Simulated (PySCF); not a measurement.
Start geometry of `P` (PH3) from GFN2-xTB (Å):
```
atom  x, y, z in Å
P1     0.0189   -0.0221    0.5746
H2    -0.5643    1.0041   -0.2078
H3     1.1381   -0.0186   -0.1982
H4    -0.5547   -0.9887   -0.2016
```

Question: What comes out of this run: PySCF 2.14.0, PBE0-D3(BJ)/def2-SVP geometry optimisation, gas phase?

Answer: 
```
atom  x, y, z in Å
P1     0.0256   -0.0410    0.4763
H2    -0.5990    1.0211   -0.2472
H3     1.1993   -0.0042   -0.3374
H4    -0.5896   -1.0495   -0.3272
```

The energy falls by 2.6 kcal/mol over 4 energy and gradient evaluations, the largest force component goes from 0.0323 to 7.8e-05 Eh/bohr, and the atoms move by 0.051 Å rms after alignment. The bond that changes most is P1–H3 (phosphine phosphorus to P–H hydrogen), which lengthens by 0.069 Å. Bonds longer at the end by more than 0.005 Å: 3 of 3; shorter: 0. Rotational constants go from 141521, 137137, 127936 to 131470, 131450, 116795 MHz. The orientation of the end geometry is arbitrary; only internal coordinates are fixed.

The run used 33 basis functions and 22 SCF cycles in all.

Whether it is a minimum is left open (no frequencies).
